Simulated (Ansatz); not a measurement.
The first iterations of a band of CH5B + FH (9 atoms, charge 0, multiplicity 1).

Level of theory: RKS B3LYP/def2-SVP (Ansatz 0.2.0).

| Property | Result |
| --- | --- |
| movable images | 1 |
| climbing image | yes |
| spring | 5.0 eV/Å² |
| optimiser | quadratic models (default) |
| start path | through a guess of the saddle point |
| force threshold | 0.05 eV/Å |
| iteration limit | 60 |
| end points | relaxed |

First end point:

```xyz
9
Properties=species:S:1:pos:R:3
B 0.015 0.061 0.285
C 0.040 0.236 1.851
H -0.897 -0.027 2.371
H 0.895 -0.240 2.360
H 0.169 1.326 2.012
H 1.056 0.040 -0.327
H -1.007 0.272 -0.323
F -0.232 -2.095 0.310
H -0.394 -2.191 1.221
```

Last end point:

```xyz
9
Properties=species:S:1:pos:R:3
B -0.058 -0.447 -0.871
C -0.021 -0.129 2.644
H -0.935 0.048 3.228
H 0.840 -0.211 3.322
H 0.139 0.716 1.957
H 1.065 -0.017 -0.983
H -1.057 0.223 -0.964
F -0.202 -1.740 -0.645
H -0.127 -1.062 2.073
```

| iteration | highest image above the first end (eV) | largest band force component (eV/Å) |
| --- | --- | --- |
| 1 | 2.831 | 4.660 |
| 2 | 2.020 | 2.616 |
| 3 | 1.069 | 4.708 |
| 4 | 0.492 | 5.610 |
| 5 | 0.224 | 4.695 |
| 6 | 0.000 | 2.298 |
| 7 | 0.000 | 1.241 |

Does the band converge within its limit, and where does its top end?

It converged. It ended after 21 iterations with the highest image 0.609 eV above the first end. Neighbouring images differ by up to 2.2 eV, so the band resolves the path poorly. Another band between the same ends (5 images) ends at a top of the same energy, where a vibrational analysis finds 1 clearly imaginary mode. So few images can step over the top or miss a turn of the path. The orbitals stay closed-shell, which can raise the energy where a bond breaks towards radicals; this wasn't checked here.

Time of the run: 45 s on 1 thread of Arm Neoverse V1, with other jobs on the host, peak memory 0.13 GiB.
